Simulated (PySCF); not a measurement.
# One elementary step

Start structure (SiH4S2, singlet), relaxed at PBE0-D4/def2-TZVP:

```
7
angstrom
Si -0.2303 -0.3641 0.4346
S 1.7187 -0.6266 -0.3871
S -1.3029 1.2828 -0.3898
H -1.2018 0.8499 -1.6583
H -0.8932 -1.6641 0.1757
H -0.2015 -0.0656 1.8860
H 2.1285 0.6165 -0.0827
```

The step: SiH₄S₂ ([SH][SiH2][SH]) → SiH₂S ([SiH2][S]) + H₂S (still joined by a long Si–S bond); bonds formed: S2–H4; bonds broken: S3–H4; bonds weakened to dative contacts: Si1–S2. PySCF 2.14 with density fitting (its default auxiliary sets; JK sets also for MP2 and CCSD(T)); basis: def2-TZVPP and def2-QZVPP; cores frozen in the correlated methods. Extrapolation: Hartree–Fock as exp(−7.88 √X), correlation as X^−2.97. Energies below are by CCSD(T) at an estimated basis limit (MP2 extrapolated from triple and quadruple zeta, plus CCSD(T) − MP2 in triple zeta).

(1) What are the electronic barrier and the energy of the step, from the start structure to the end structure? (Judge from chemistry; the value comes from the calculation.)

No T1 diagnostic of these runs exceeds 0.015.

Results:

(1) The calculation gives: Barrier 1.654 eV; step energy 1.391 eV (uphill); reverse barrier, their difference, 0.263 eV. Barrier and step energy count from the start structure, the reverse barrier from the end structure.

The saddle point: One imaginary mode of 580i cm⁻¹.
| pair | start (Å) | saddle (Å) | end (Å) |
| --- | --- | --- | --- |
| S2–H4 | 3.51 | 1.46 | 1.35 |
| Si1–S2 | 2.13 | 2.36 | 2.50 |
| S3–H4 | 1.34 | 2.03 | 3.38 |

Zero-point energy (harmonic, PBE0-D4): ZPE is 0.993 eV at the start and 0.922 eV at the saddle, so the barrier goes from 1.654 to 1.583 eV.

First-order rate constant out of the start structure at 698 K by transition-state theory, with harmonic vibrational free energies alone and no tunnelling: ΔA‡ = 1.657 eV, so k = (kB T/h) exp(−ΔA‡/kB T) ≈ 10^1 s⁻¹ (an order of magnitude at best: rotation, the number of equivalent paths and anharmonicity are left out).

Labels in which every atom is bracketed show which atoms are joined, not bond orders.

For scale, one of the runs: CCSD(T)/def2-TZVPP, 182 basis functions, launched by `OMP_NUM_THREADS=4 python run.py`. Hardware: 4 CPU threads of an Arm Neoverse V1, shared host. Wall time 3.4 min; peak host memory 1.6 GiB.
